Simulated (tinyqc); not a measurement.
Worked calculation: Pariser-Parr-Pople SCF with singles CI, for the molecule C=C1C=CC=C1 (SMILES; centres numbered as the heavy atoms are written). One step of it, computed by the program tinyqc.

Task: Iteration 1: Fock matrix. F_rr = H_rr + P_rr gamma_rr / 2 + sum_(s != r) P_ss gamma_rs; F_rs = H_rs - P_rs gamma_rs / 2; E = tr P (H + F) / 2 + core repulsion sum_(r<s) z_r z_s gamma_rs.

P at the start, lower triangle:
```
           1C         2C         3C         4C        5C        6C
1C   0.160001
2C   0.465661   1.432753
3C   0.117808   0.494073   1.163424
4C  -0.157803  -0.232022   0.740239   1.040199
5C  -0.157803  -0.232022  -0.085961   0.603577  1.040199
6C   0.117808   0.494073  -0.399954  -0.085961  0.740239  1.163424
```

core matrix H (eV), lower triangle:
```
            1C          2C          3C          4C          5C          6C
1C  -29.964826
2C   -2.390000  -35.287917
3C    0.000000   -2.390000  -33.742608
4C    0.000000    0.000000   -2.390000  -32.873168
5C    0.000000    0.000000    0.000000   -2.390000  -32.873168
6C    0.000000   -2.390000    0.000000    0.000000   -2.390000  -33.742608
```

repulsion gamma_rs (eV), lower triangle:
```
           1C         2C         3C         4C         5C         6C
1C  11.130000
2C   5.345539  11.130000
3C   3.800534   5.344818  11.130000
4C   2.929109   4.046371   5.346212  11.130000
5C   2.929109   4.046371   4.045936   5.345539  11.130000
6C   3.800534   5.344818   4.045107   4.045936   5.346212  11.130000
```

Centres (angstrom, eV; a flat drawing with bonds scaled to 1.40 angstrom):
```
centre          x          y  core charge z          W   gamma_rr
1C       2.159000   0.000000              1  11.160000  11.130000
2C       0.759000   0.000000              1  11.160000  11.130000
3C      -0.064000   1.133000              1  11.160000  11.130000
4C      -1.395000   0.700000              1  11.160000  11.130000
5C      -1.395000  -0.700000              1  11.160000  11.130000
6C      -0.064000  -1.133000              1  11.160000  11.130000
```

Give: F; pi energy.

Result:

F (eV), lower triangle:
```
         1C       2C       3C       4C       5C       6C
1C  -6.4786
2C  -3.6346  -5.6047
3C  -0.2239  -3.7104  -4.5264
4C   0.2311   0.4694  -4.3687  -4.3309
5C   0.2311   0.4694   0.1739  -4.0032  -4.3309
6C  -0.2239  -3.7104   0.8089   0.1739  -4.3687  -4.5264
```

pi energy = -73.0659 eV
